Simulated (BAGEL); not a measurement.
**C2H5B (SMILES BC=C): a chain of runs**

Aim: a single-point energy (HF/6-31G*), then a single-point energy (NEVPT2(2,2)/6-31G*), then the energy (CASPT2(2,2)/6-31G*) of C2H5B. 

The results are computed with BAGEL 1.2.2.

2 further runs of the same task are left out: 2 set aside as unsound or not needed.

### 1 The molecule

The species is C2H5B (8 atoms), meant as a singlet with charge 0. SMILES: `BC=C`. One bond was lengthened or shortened from a relaxed shape.

Bond lengths: B1–C2 1.534 Å, C2–C3 1.339 Å, B1–H4 1.199 Å, B1–H5 1.197 Å, C2–H6 1.089 Å, C3–H7 1.086 Å, C3–H8 1.250 Å. Angles: B1–C2–C3 120.5°, B1–C2–H6 121.7°, C3–C2–H6 117.7°, C2–B1–H4 118.7°, C2–B1–H5 122.0°, C2–C3–H7 120.6°, C2–C3–H8 123.0°, H4–B1–H5 119.3°, H7–C3–H8 116.4°.

### 2 A single-point energy at HF/6-31G(d) (density fitting with svp-jkfit, spherical functions) (run 1)

The input, calc.json:

```json
{ "bagel" : [

{
  "title" : "molecule",
  "basis" : "6-31gs.json",
  "df_basis" : "svp-jkfit",
  "geometry" : [
    { "atom" : "B", "xyz" : [ -1.35569708,  1.78902829, -1.51817195 ] },
    { "atom" : "C", "xyz" : [  0.42291315,  0.64990138,  0.46868609 ] },
    { "atom" : "C", "xyz" : [  0.68275049, -1.85927697,  0.67277652 ] },
    { "atom" : "H", "xyz" : [ -2.50313878,  0.38987507, -2.88047552 ] },
    { "atom" : "H", "xyz" : [ -1.62706175,  4.02268457, -1.74399423 ] },
    { "atom" : "H", "xyz" : [  1.51026156,  1.83286993,  1.75332191 ] },
    { "atom" : "H", "xyz" : [ -0.36075628, -3.12199196, -0.56480512 ] },
    { "atom" : "H", "xyz" : [  2.10572182, -2.87956467,  2.25916758 ] }
  ]
},
{
  "title" : "hf"
},
{
  "title" : "print",
  "file" : "orbitals.molden",
  "orbitals" : true
}

]}
```

The basis set 6-31G* is read from a file made from the Basis Set Exchange's data (not shown).

The run is started by

```sh
$ BAGEL_NUM_THREADS=1 BAGEL calc.json > calc.out
```

The program printed:

```text
* using 1 threads per process

  ===============================================================
  ===============================================================

  *** Geometry ***

  { "atom" : "B", "xyz" : [     -1.355697,      1.789028,     -1.518172 ] },
  { "atom" : "C", "xyz" : [      0.422913,      0.649901,      0.468686 ] },
  { "atom" : "C", "xyz" : [      0.682750,     -1.859277,      0.672777 ] },
  { "atom" : "H", "xyz" : [     -2.503139,      0.389875,     -2.880476 ] },
  { "atom" : "H", "xyz" : [     -1.627062,      4.022685,     -1.743994 ] },
  { "atom" : "H", "xyz" : [      1.510262,      1.832870,      1.753322 ] },
  { "atom" : "H", "xyz" : [     -0.360756,     -3.121992,     -0.564805 ] },
  { "atom" : "H", "xyz" : [      2.105722,     -2.879565,      2.259168 ] },

  Number of auxiliary basis functions:      315

  Since a DF basis is specified, we compute 2- and 3-index integrals:
    o Being stored without compression. Storage requirement is 0.007 GB

  Number of basis functions:       52
  Number of electrons      :       22

    * METHOD: MOLECULE                             0.08

  *** RHF ***

  === Nuclear Repulsion ===
    57.5458353107

      * DIIS with orbital gradients will be used.

  === RHF iteration (6-31gs.json) ===
      0       -103.19918656          0.01818691           0.01
      1       -103.26381119          0.00638919           0.01
      2       -103.27173933          0.00214739           0.01
      3       -103.27276616          0.00043518           0.01
      4       -103.27280537          0.00010630           0.01
      5       -103.27281149          0.00004488           0.01
      6       -103.27281248          0.00001570           0.01
      7       -103.27281262          0.00000382           0.01
      8       -103.27281262          0.00000061           0.01
      9       -103.27281262          0.00000020           0.01
     10       -103.27281262          0.00000006           0.01
     11       -103.27281262          0.00000002           0.01
     12       -103.27281262          0.00000001           0.01
    * SCF iteration converged.

    * Permanent dipole moment:
           (   -0.197794,     0.324289,    -0.213836) a.u.

    * METHOD: HF                                   0.21

    * METHOD: PRINT                                0.01

  ===============================================================
```

It took 0.42 s on 1 thread of Arm Neoverse V1, shared host; peak memory 0.15 GiB.

### 3 A single-point energy at NEVPT2(2,2)/6-31G(d) (density fitting with svp-jkfit, spherical functions) (run 2)

The input, job.json:

```json
{ "bagel": [

{
  "title": "molecule",
  "basis": "6-31gs.json",
  "df_basis": "svp-jkfit",
  "geometry": [
    { "atom": "B", "xyz": [    -1.35569708,     1.78902829,    -1.51817195 ] },
    { "atom": "C", "xyz": [     0.42291315,     0.64990138,     0.46868609 ] },
    { "atom": "C", "xyz": [     0.68275049,    -1.85927697,     0.67277652 ] },
    { "atom": "H", "xyz": [    -2.50313878,     0.38987507,    -2.88047552 ] },
    { "atom": "H", "xyz": [    -1.62706175,     4.02268457,    -1.74399423 ] },
    { "atom": "H", "xyz": [     1.51026156,     1.83286993,     1.75332191 ] },
    { "atom": "H", "xyz": [    -0.36075628,    -3.12199196,    -0.56480512 ] },
    { "atom": "H", "xyz": [     2.10572182,    -2.87956467,     2.25916758 ] }
  ]
},

{ "title": "hf" },

{ "title": "nevpt2", "nstate": 1, "nact": 2, "nclosed": 10, "active": [7, 14], "maxiter": 200, "natocc": "true", "ncore": 3 },

{ "title": "print", "file": "orbitals.molden", "orbitals": "true" }

]}
```

The basis set 6-31G* is read from a file made from the Basis Set Exchange's data (not shown).

The run is started by

```sh
$ BAGEL_NUM_THREADS=1 BAGEL job.json > job.out
```

The program printed:

```text
* using 1 threads per process

  ===============================================================
  ===============================================================

  *** Geometry ***

  { "atom" : "B", "xyz" : [     -1.355697,      1.789028,     -1.518172 ] },
  { "atom" : "C", "xyz" : [      0.422913,      0.649901,      0.468686 ] },
  { "atom" : "C", "xyz" : [      0.682750,     -1.859277,      0.672777 ] },
  { "atom" : "H", "xyz" : [     -2.503139,      0.389875,     -2.880476 ] },
  { "atom" : "H", "xyz" : [     -1.627062,      4.022685,     -1.743994 ] },
  { "atom" : "H", "xyz" : [      1.510262,      1.832870,      1.753322 ] },
  { "atom" : "H", "xyz" : [     -0.360756,     -3.121992,     -0.564805 ] },
  { "atom" : "H", "xyz" : [      2.105722,     -2.879565,      2.259168 ] },

  Number of auxiliary basis functions:      315

  Since a DF basis is specified, we compute 2- and 3-index integrals:
    o Being stored without compression. Storage requirement is 0.007 GB

  Number of basis functions:       52
  Number of electrons      :       22

    * METHOD: MOLECULE                             0.08

  *** RHF ***

  === Nuclear Repulsion ===
    57.5458353107

      * DIIS with orbital gradients will be used.

  === RHF iteration (6-31gs.json) ===
      0       -103.19918656          0.01818691           0.01
      1       -103.26381119          0.00638919           0.01
      2       -103.27173933          0.00214739           0.01
      3       -103.27276616          0.00043518           0.01
      4       -103.27280537          0.00010630           0.01
      5       -103.27281149          0.00004488           0.01
      6       -103.27281248          0.00001570           0.01
      7       -103.27281262          0.00000382           0.01
      8       -103.27281262          0.00000061           0.01
      9       -103.27281262          0.00000020           0.01
     10       -103.27281262          0.00000006           0.01
     11       -103.27281262          0.00000002           0.01
     12       -103.27281262          0.00000001           0.01
    * SCF iteration converged.

    * Permanent dipole moment:
           (   -0.197794,     0.324289,    -0.213836) a.u.

    * METHOD: HF                                   0.21

    * freezing 3 orbitals
  ---------------------------
      CASSCF calculation
  ---------------------------

    ==== Active orbitals : =====
         Orbital 7
         Orbital 14
    ============================

    * nstate   :      1
    * nclosed  :     10
    * nact     :      2
    * nvirt    :     40
  === CASSCF iteration (6-31gs.json) ===

    * Using the second-order algorithm

      0  0      -103.27396629     3.56e-04      0.01

      1  0      -103.28693323     1.71e-03      0.06

      2  0      -103.29295312     7.64e-04      0.06

      3  0      -103.29350081     1.19e-04      0.07

      4  0      -103.29350908     2.07e-05      0.06

      5  0      -103.29350923     3.52e-06      0.06

      6  0      -103.29350923     6.92e-07      0.06

      7  0      -103.29350923     1.55e-07      0.06

      8  0      -103.29350923     3.71e-08      0.06

      9  0      -103.29350923     9.17e-09      0.05

    * Second-order optimization converged. *

     guess   0:   closed 1.                   open ..

  === FCI iteration ===

      0  0      -103.27252997     8.67e-02      0.00
      1  0      -103.29350781     5.59e-04      0.00
      2  0 *    -103.29350923     4.34e-16      0.00

     * ci vector, state   0, <S^2> = 0.0000
       2.     0.9927545368
       .2    -0.1201600173

  === DF-NEVPT2 calculation ===

    * 3-index integral transformation done
    * assembly done

      NEVPT2 correlation energy:   -0.3030296516      0.05

          (+0)     -0.2582182244
          (+0)'    -0.0141672671
          (+1)     -0.0048733178
          (+1)'    -0.0000000000
          (+2)     -0.0001697481
          (-1)     -0.0206237809
          (-1)'     0.0000000000
          (-2)     -0.0049773133

      NEVPT2 total energy:       -103.5965388835

    * METHOD: NEVPT2                               0.66

    * METHOD: PRINT                                0.01

  ===============================================================
```

Run time: 1.1 s. Hardware: 1 thread of Arm Neoverse V1, shared host; peak memory 0.15 GiB.

### 4 A single-point energy at CASPT2(2,2)/6-31G(d) (density fitting with svp-jkfit, spherical functions) (run 3)

Changes to job.json since step 3:

```diff
@@ -6,2 +6,3 @@
   "df_basis": "svp-jkfit",
+  "angstrom": false,
   "geometry": [
@@ -20,5 +21,7 @@
 
-{ "title": "nevpt2", "nstate": 1, "nact": 2, "nclosed": 10, "active": [7, 14], "maxiter": 200, "natocc": "true", "ncore": 3 },
+{ "title": "casscf", "nstate": 1, "nact": 2, "nclosed": 10, "active": [7, 14], "maxiter": 200, "natocc": true },
 
-{ "title": "print", "file": "orbitals.molden", "orbitals": "true" }
+{ "title": "print", "file": "orbitals.molden", "orbitals": true },
+
+{ "title": "smith", "method": "caspt2", "ms": true, "xms": true, "sssr": true, "shift": 0.2, "shift_imag": true, "ncore": 3 }
```

The basis set 6-31G* is read from a file made from the Basis Set Exchange's data (not shown).

The run is started by

```sh
$ BAGEL_NUM_THREADS=1 BAGEL job.json > job.out
```

The program printed:

```text
* using 1 threads per process

  ===============================================================
  ===============================================================

  *** Geometry ***

  { "atom" : "B", "xyz" : [     -1.355697,      1.789028,     -1.518172 ] },
  { "atom" : "C", "xyz" : [      0.422913,      0.649901,      0.468686 ] },
  { "atom" : "C", "xyz" : [      0.682750,     -1.859277,      0.672777 ] },
  { "atom" : "H", "xyz" : [     -2.503139,      0.389875,     -2.880476 ] },
  { "atom" : "H", "xyz" : [     -1.627062,      4.022685,     -1.743994 ] },
  { "atom" : "H", "xyz" : [      1.510262,      1.832870,      1.753322 ] },
  { "atom" : "H", "xyz" : [     -0.360756,     -3.121992,     -0.564805 ] },
  { "atom" : "H", "xyz" : [      2.105722,     -2.879565,      2.259168 ] },

  Number of auxiliary basis functions:      315

  Since a DF basis is specified, we compute 2- and 3-index integrals:
    o Being stored without compression. Storage requirement is 0.007 GB

  Number of basis functions:       52
  Number of electrons      :       22

    * METHOD: MOLECULE                             0.08

  *** RHF ***

  === Nuclear Repulsion ===
    57.5458353107

      * DIIS with orbital gradients will be used.

  === RHF iteration (6-31gs.json) ===
      0       -103.19918656          0.01818691           0.01
      1       -103.26381119          0.00638919           0.01
      2       -103.27173933          0.00214739           0.01
      3       -103.27276616          0.00043518           0.01
      4       -103.27280537          0.00010630           0.01
      5       -103.27281149          0.00004488           0.01
      6       -103.27281248          0.00001570           0.01
      7       -103.27281262          0.00000382           0.01
      8       -103.27281262          0.00000061           0.01
      9       -103.27281262          0.00000020           0.01
     10       -103.27281262          0.00000006           0.01
     11       -103.27281262          0.00000002           0.01
     12       -103.27281262          0.00000001           0.01
    * SCF iteration converged.

    * Permanent dipole moment:
           (   -0.197794,     0.324289,    -0.213836) a.u.

    * METHOD: HF                                   0.21

  ---------------------------
      CASSCF calculation
  ---------------------------

    ==== Active orbitals : =====
         Orbital 7
         Orbital 14
    ============================

    * nstate   :      1
    * nclosed  :     10
    * nact     :      2
    * nvirt    :     40
  === CASSCF iteration (6-31gs.json) ===

    * Using the second-order algorithm

      0  0      -103.27396629     3.56e-04      0.01

      1  0      -103.28693323     1.71e-03      0.06

      2  0      -103.29295312     7.64e-04      0.06

      3  0      -103.29350081     1.19e-04      0.06

      4  0      -103.29350908     2.07e-05      0.06

      5  0      -103.29350923     3.52e-06      0.06

      6  0      -103.29350923     6.92e-07      0.06

      7  0      -103.29350923     1.55e-07      0.06

      8  0      -103.29350923     3.71e-08      0.06

      9  0      -103.29350923     9.17e-09      0.05

    * Second-order optimization converged. *

     guess   0:   closed 1.                   open ..

  === FCI iteration ===

      0  0      -103.27252997     8.67e-02      0.00
      1  0      -103.29350781     5.59e-04      0.00
      2  0 *    -103.29350923     4.34e-16      0.00

     * ci vector, state   0, <S^2> = 0.0000
       2.     0.9927545368
       .2    -0.1201600173

    * METHOD: CASSCF                               0.59

    * METHOD: PRINT                                0.01

  === SMITH program ===

    * freezing 3 orbitals

    * Approximate memory requirement for SMITH calulation per MPI process:
      o Storage requirement for T-amplitude, lambda, and residual is 0.00 GB
      o Storage requirement for MO integrals is 0.00 GB
    * Calculating and saving rdm4f

    * Zeroth order energy : state  0       -1.1421111867

    * CASPT2 iteration is performed using orthogonal basis

      -------------------------------------------  CASPT2 iteration  ---------------------------------------------------
       #      aibj      arbs      arbi      airj      risj      airs      arst      rist         Etot      error   time
      ------------------------------------------------------------------------------------------------------------------

       0  -0.25743  -0.00600  -0.02123  -0.00535  -0.00025  -0.01224  -0.00000  -0.00000   -0.3025020  0.0021996   0.02
       1  -0.25763  -0.00605  -0.02132  -0.00552  -0.00027  -0.01262  -0.00000  -0.00000   -0.3034227  0.0004038   0.02
       2  -0.25766  -0.00606  -0.02132  -0.00552  -0.00028  -0.01263  -0.00000  -0.00000   -0.3034609  0.0000851   0.02
       3  -0.25766  -0.00606  -0.02132  -0.00552  -0.00028  -0.01263  -0.00000  -0.00000   -0.3034622  0.0000197   0.02
       4  -0.25766  -0.00606  -0.02132  -0.00552  -0.00028  -0.01263   0.00000  -0.00000   -0.3034623  0.0000045   0.02
       5  -0.25766  -0.00606  -0.02132  -0.00552  -0.00028  -0.01263   0.00000   0.00000   -0.3034623  0.0000009   0.02

      ------------------------------------------------------------------------------------------------------------------

    * CASPT2 energy : state  0     -103.5990106206
        w/o shift correction       -103.5969715459
        reference weight              0.8976596501

    * METHOD: SMITH                                0.16

  ===============================================================
```

Wall time 1.2 s (1 thread of Arm Neoverse V1, shared host); peak memory 0.15 GiB.

### 5 Summary of results

| quantity | value |
| --- | --- |
| run 1, HF/6-31G*: total energy | -103.27281 Eh |
| run 1, HF/6-31G*: dipole moment | 1.11 D |
| run 1, HF/6-31G*: HOMO energy | -10.55 eV |
| run 1, HF/6-31G*: LUMO energy | 2.15 eV |
| run 1, HF/6-31G*: HOMO–LUMO gap | 12.70 eV |
| run 2, NEVPT2(2,2)/6-31G*: total energy | -103.59654 Eh |
| run 3, CASPT2(2,2)/6-31G*: total energy | -103.59901 Eh |
